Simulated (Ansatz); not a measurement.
A made-up structure of SiNH4S (charge +1), closed shell:

N1  (-1.190, 0.503, -0.791)
Si2  (0.233, 0.155, 0.321)
S3  (1.384, -1.810, 0.118)
H4  (-1.567, -0.193, -1.602)
H5  (-1.788, 1.464, -0.725)
H6  (0.613, 1.305, 1.433)
H7  (2.315, -1.425, 1.247)
(Å)

It is relaxed with PBE-D4/def2-SVP and then PBE0-D4/def2-TZVP (Ansatz 0.2.0). Atoms count as bonded within 1.22 times the sum of their covalent radii (H–H: 0.88 Å). The end point is not checked to be a true minimum.

**Question.** Does its bonding change? (A judgement: the text doesn't fix the answer.)

**Answer.** Computed: No: no bond forms or breaks.

Where it ends: The first stage lowers the energy by 1.49 eV in 6 steps. It ends as SiNH₄S ([NH2][SiH][SH]), total charge +1:
```csv
atom,x (Å),y (Å),z (Å)
N1,-1.0625,0.4494,-0.7063
Si2,0.2076,0.1386,0.2865
S3,1.2358,-1.6162,0.1051
H4,-1.3988,-0.1720,-1.4301
H5,-1.5965,1.3072,-0.6476
H6,0.5475,1.1648,1.2792
H7,2.0667,-1.2719,1.1133
```

Labels in which every atom is bracketed show which atoms are joined, not bond orders.

For scale, one of the runs: PBE0-D4/def2-TZVP relaxation, 129 basis functions, launched by `ansatz run in.yaml --threads 2 --pin off --events-out ev --progress --plain --max-ram 4352MiB`. The run took about 14 s on 2 CPU threads of an Arm Neoverse V2 (shared host).
